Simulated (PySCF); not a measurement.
Compound: C2H5B.
Bonds: B1–C2, C2–C3 (double). Hydrogens: H4, H5 on B1; H6 on C2; H7, H8 on C3.

Theory: PBE0-D3(BJ)/def2-SVP geometry optimisation, gas phase in PySCF.

(1) What internal coordinates does the optimisation give?

Answers

(1) 
| bond | length (pm) |
| --- | --- |
| B1–C2 | 154.2 |
| C2=C3 | 134.7 |
| B1–H4, B1–H5 | 121.1 |
| C2–H6 | 109.7 |
| C3–H7 | 109.6 |
| C3–H8 | 109.7 |

Bonds in one row agree within 1 pm and their mean is given. A selection of angles:
| angle | degrees |
| --- | --- |
| C2–B1–H4 | 122.0 |
| C2–B1–H5 | 118.9 |
| H4–B1–H5 | 119.1 |
| B1–C2–C3 | 120.8 |
| B1–C2–H6 | 121.5 |
| C3–C2–H6 | 117.7 |
| C2–C3–H7 | 120.7 |
| C2–C3–H8 | 122.9 |
| H7–C3–H8 | 116.3 |

B1 (three-coordinate boron) is planar (angles 122.0°, 119.1° and 118.9°, sum 360.0°, 0.00 Å off the plane of its three neighbours).

Point group: Cs (every atom within 0.08 Å of its image). No frequency check.
